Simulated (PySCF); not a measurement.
Compound: C3H6FN.
Atom-mapped SMILES: `[H]/[N:1]=[CH:2]\[CH2:3][CH2:4][F:5]` (hydrogens: H6 on N1; H7 on C2; H8, H9 on C3; H10, H11 on C4)

Computed geometry: GFN2-xTB, gas phase.

Task: List the bond lengths, angles and torsions at this level.

Result: 
```
          bond  length (Å)   order
         N1=C2       1.250  double
         C2–C3       1.502  single
         C3–C4       1.524  single
         C4–F5       1.373  single
         N1–H6       1.020  single
         C2–H7       1.087  single
  C3–H8, C3–H9       1.094  single
C4–H10, C4–H11       1.095  single
```

Bonds in one row agree within 0.01 Å and their mean is given. Orders are formal, as drawn. A selection of angles:
```
     angle  degrees
  C2–N1–H6    115.3
  N1–C2–C3    128.3
  N1–C2–H7    116.4
  C3–C2–H7    115.3
  C2–C3–C4    111.3
  C2–C3–H8    110.7
  C2–C3–H9    108.2
  C4–C3–H8    109.9
  C4–C3–H9    108.4
  H8–C3–H9    108.2
  C3–C4–F5    110.1
 C3–C4–H10    111.6
 F5–C4–H10    106.8
H10–C4–H11    110.0
```

Torsions: N1–C2–C3–C4 -132° (anticlinal); C2–C3–C4–F5 -175° (antiperiplanar); H6–N1–C2–C3 1° (synperiplanar). The mirror-image conformer, all signs reversed, is as good.

Of the pairs four or more bonds apart, H6···H8 is among the closest relative to their van der Waals radii: 2.39 Å, 99 % of the sum of Bondi's values. The C–C distances run from 1.502 Å (C2–C3, drawn single) to 1.524 Å (C3–C4, drawn single), a spread of 0.022 Å.

Point group: C1 (no symmetry element, even within 0.4 Å). Not checked by GFN2-xTB frequencies. The numbers are those of one conformer.
